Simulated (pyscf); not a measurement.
# Concerted two-bond exchange: `[SiH2]` [singlet] + `[OH2]` -> `[O]=[SiH2]` + `[H][H]`

Gas phase, singlet surface, charge 0. Bonds broken: O4–H5, O4–H6. Bonds formed: Si1–O4, H5–H6. PySCF, gas phase, ωB97X-D3(BJ)/def2-SVP geometries.

Transition state (Å):

```xyz
6

Si     1.1259     0.7089     0.0606
H      0.5434     1.1653    -1.2423
H      0.7825     1.7307     1.0957
O      0.5472    -0.7996     0.5372
H      0.0706    -1.4519    -0.0691
H     -1.0148    -1.3480     0.5906
```

One imaginary mode, 1394i cm⁻¹; descent along it reached the two sides named, in the forms told below.

```
bond    change  reactant side (Å)  saddle  product side
------  ------  -----------------  ------  ------------
O4–H5   breaks              0.967   1.010         2.363
O4–H6   breaks              0.968   1.656           3.1
Si1–O4   forms              2.077   1.685         1.530
H5–H6    forms              1.557   1.274         0.763
```

Electronic energies relative to the separated reactants (kcal/mol):

```
level                   barrier  reaction energy  reverse barrier
----------------------  -------  ---------------  ---------------
ωB97X-D3(BJ)/def2-TZVP     54.5            -29.5             84.0
PBE/def2-TZVP              28.6            -30.5             59.1
r²SCAN/def2-TZVP           31.6            -33.9             65.5
B3LYP-D3(BJ)/def2-TZVP     38.9            -29.9             68.8
PBE0-D3(BJ)/def2-TZVP      41.1            -26.8             67.9
M06-2X/def2-TZVP           50.4            -27.2             77.6
ωB97M-D3(BJ)/def2-TZVP     52.9            -26.6             79.5
HF/def2-TZVP               85.0            -20.1            105.1
```

With ωB97M-D3(BJ)/def2-TZVP energies and thermal terms (ideal gas, 1 atm, RRHO with modes under 100 cm⁻¹ raised to 100, one conformer, R ln 2 for chiral ones without a mode under 150 cm⁻¹), in kcal/mol:

| T (K) | ΔH‡ | ΔG‡ | ΔH | ΔG |
|---|---|---|---|---|
| 298 | 49.5 | 59.0 | -29.6 | -27.4 |
| 600 | 49.7 | 68.6 | -29.1 | -25.4 |
| 900 | 50.6 | 77.8 | -28.4 | -23.7 |
| 1200 | 51.6 | 86.7 | -27.7 | -22.2 |

On the reactant side the descent ends in an adduct with a O–Si contact, 19.8 kcal/mol under the separated species and 74.4 kcal/mol under the saddle at ωB97X-D3(BJ)/def2-TZVP. What is counted as formed (O–Si) is already present as a longer contact in the reactant adduct; forming that adduct is a step of its own. The same reactants have a lower exit, to HO–SiH: [singlet] + H₂ (barrier +1.4 kcal/mol at ωB97M-D3(BJ)/def2-TZVP, against +52.9 kcal/mol here). This is the saddle that the search found; another between the same sides may lie lower. A restricted solution here is unstable towards spin polarisation, so biradical character is likely and single-reference numbers are less safe.
